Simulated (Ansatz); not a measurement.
Input file for Ansatz (an electronic-structure program): R-RI-MP2/aug-cc-pVTZ on C3H10 (a complex). Files ending in .json are basis or fitting sets from the Basis Set Exchange.

Ansatz 0.2 input:
```yaml
crystal:
  periodic: [false, false, false]
  atoms:
    - {symbol: C, position_ang: [0.00000000, -0.06374421, 2.42054090]}
    - {symbol: H, position_ang: [0.00000000, 1.02169396, 2.34238038]}
    - {symbol: H, position_ang: [0.88828307, -0.46131911, 1.93307194]}
    - {symbol: H, position_ang: [-0.88828307, -0.46131911, 1.93307194]}
    - {symbol: H, position_ang: [0.00000000, -0.35363606, 3.46945195]}
    - {symbol: C, position_ang: [0.00000000, 0.78133572, -1.13543912]}
    - {symbol: H, position_ang: [0.00000000, 1.37465349, -2.05114442]}
    - {symbol: H, position_ang: [-0.88043002, 1.06310554, -0.55580918]}
    - {symbol: C, position_ang: [0.00000000, -0.71332890, -1.44723686]}
    - {symbol: H, position_ang: [0.88043002, 1.06310554, -0.55580918]}
    - {symbol: H, position_ang: [0.00000000, -1.30641812, -0.53140693]}
    - {symbol: H, position_ang: [-0.88100343, -0.99533072, -2.02587154]}
    - {symbol: H, position_ang: [0.88100343, -0.99533072, -2.02587154]}
basis:
  gaussian:
    orbitals: aug-cc-pVTZ
    fitting: {mean_field: def2-universal-JKFIT, correlation: aug-cc-pVTZ-RIFIT.json}
magnetization: {spin_polarized: false}
correlation: {method: mp2, electrons: outside_noble_gas}
scf: {lower_state_search: off}
```

The head of its log:

```
WARN ansatz: RAYON_NUM_THREADS=2 ignored (pool sized by the plan → 2); use --threads N
Functional definition: HF
these checks for a lower state are left out or cut short: stability, starts, cluster_reference, orbital_swaps, neighbouring_geometries, increment
integrals: 0.47 GiB planned
405 factors; integrals over basis functions are off by at most 9.7e-1 eV
mean field: 0.75 GiB planned
mean field evaluation 1: about -3247.1256 eV, gradient 3.9e1 eV
mean field evaluation 2: about -3250.3845 eV, gradient 1.6e1 eV
mean field evaluation 4: about -3251.0180 eV, gradient 4.5e-1 eV
mean field evaluation 8: about -3251.0190 eV, gradient 1.2e-6 eV
mean field -3251.01900672 eV, -119.4727448772 hartree, gradient 1.2e-6 eV, S^2 0.000000; 0 other end points of the search recorded, 0 dependent functions left out
3 core orbitals not correlated
778 factors; their error is unknown
reference -3251.01900672 eV, -119.4727448772 hartree; 11, 11 occupied and 354, 354 virtual orbitals, 778 factors
```

Q: Predict the final total energy.

A: -120.0512 hartree.
